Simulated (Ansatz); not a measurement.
A calculation with Ansatz (development build ahead of 0.2.0).

```yaml
crystal:
  periodic: [false, false, false]
  atoms:
    - { symbol: "N", position_ang: [0.0, 0.0, 0.96699] }
    - { symbol: H, position_ang: [0.93731, 0.0, 1.34854] }
    - { symbol: H, position_ang: [-0.46866, -0.81174, 1.34854] }
    - { symbol: H, position_ang: [-0.46866, 0.81174, 1.34854] }
basis:
  gaussian: { orbitals: cc-pVTZ }
hamiltonian:
  xc: hf
correlation:
  method: mp2
  frozen_orbitals: { H: 0, "N": 1 }
```

The input is written out in the form of the current development build from the run's settings.

Results

```json
{
 "Converged": "yes",
 "Reference energy": "-56.21786 hartree",
 "Correlation energy": "-0.23510 hartree",
 "Total energy": "-56.45296 hartree",
 "Spin squared of the determinant": "0.000",
 "Stability test": "minimum among restricted orbitals",
 "Occupied orbitals by symmetry in an Abelian subgroup (alpha; beta)": "4 A' 1 A''; 4 A' 1 A''"
}
```
